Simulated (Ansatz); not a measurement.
How far each method lies from RCCSDT(Q) for Ga–C–GaH⁺, triplet

Geometry: that of the Ga–C–GaH, quartet, kept fixed.

```
atom   x (Å)    y (Å)    z (Å)
  Ga  0.0000  -0.3116   2.6806
   C  0.0001  -0.4142   0.6623
  Ga  0.0000  -0.3728  -1.3382
   H  0.0000   1.0986  -2.0048
```

Basis cc-pVDZ; Ansatz 0.2.0. Only valence electrons are correlated (noble-gas cores and the filled d shells of p-block atoms frozen), which leaves 10 electrons in 44 orbitals. Prefix R: restricted or restricted open-shell reference; prefix U: unrestricted. No spin–orbit coupling is included, and no scalar relativity.

Full CI isn't at hand for all of this; RCCSDT(Q) serves as the reference, and is uncertain by about the last step of the cluster series. The frozen core follows each run's orbitals, which can shift R against U totals by a few meV for light atoms and by up to 0.1 eV past Ca.

```
UHF ⟨S²⟩                          : 2.770
T1 diagnostic (RCCSD)             : 0.0582
largest doubles amplitude (RCCSD) : 0.101
```

| level | E − E(RCCSDT(Q)) (kcal/mol) | share of correlation (%) | wall time |
| --- | --- | --- | --- |
| RHF | 145.09 | 0.00 | – |
| RMP2 | 34.03 | 76.55 | – |
| RCCSD | 8.16 | 94.38 | – |
| RCCSD(T) | 1.98 | 98.64 | 71 s |
| BCCD(T) | 2.08 | 98.56 | 74 s |
| RCCSDT | 0.62 | 99.57 | – |

The correlation energy at RCCSDT(Q), counted from RHF, is -6.292 eV. That run took 3.3 min on 1 thread of Arm Neoverse V1, shared host.

Run but not shown, since their state, orbitals or frozen core can't be matched to the reference's or they repeat it: UHF, UMP2, UCCSD, UCCSD(T), UCCSDT, UCCSDT(Q).

Times hold each run's SCF and search for its determinant on a shared host, so for small cases they say little of a method's own cost; they ran on 1 thread of Arm Neoverse V1.
